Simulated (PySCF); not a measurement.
C₃H₆, SMILES C=CC. Atoms are numbered in the order given.

```xyz
9

C     -0.1625     1.2306     0.0000
C      0.4564    -0.1356     0.0000
C     -0.2221    -1.2749     0.0000
H      0.1523     1.8006     0.8796
H      0.1523     1.8006    -0.8796
H     -1.2529     1.1705     0.0000
H      1.5446    -0.1709     0.0000
H     -1.3086    -1.2858     0.0000
H      0.2812    -2.2356     0.0000
```

The structure is a stationary point at ωB97X-D3(BJ)/def2-TZVP.

All values below come from KT2/pcSseg-1 in PySCF.

GIAO shieldings, no solvent; atoms listed in one row are averaged. δ = σ(ref) − σ: ¹³C against TMS (σ = 185.1 ppm); ¹H against TMS (σ = 31.47 ppm), references at their B3LYP-D3(BJ)/def2-TZVP geometries, non-relativistic.

```tsv
nucleus	atoms	count	δ (ppm)
¹³C	C2	1	134.0
¹³C	C3	1	113.9
¹³C	C1	1	24.1
¹H	H7	1	5.95
¹H	H8	1	5.25
¹H	H9	1	5.10
¹H	H4, H5, H6	3	1.83
```
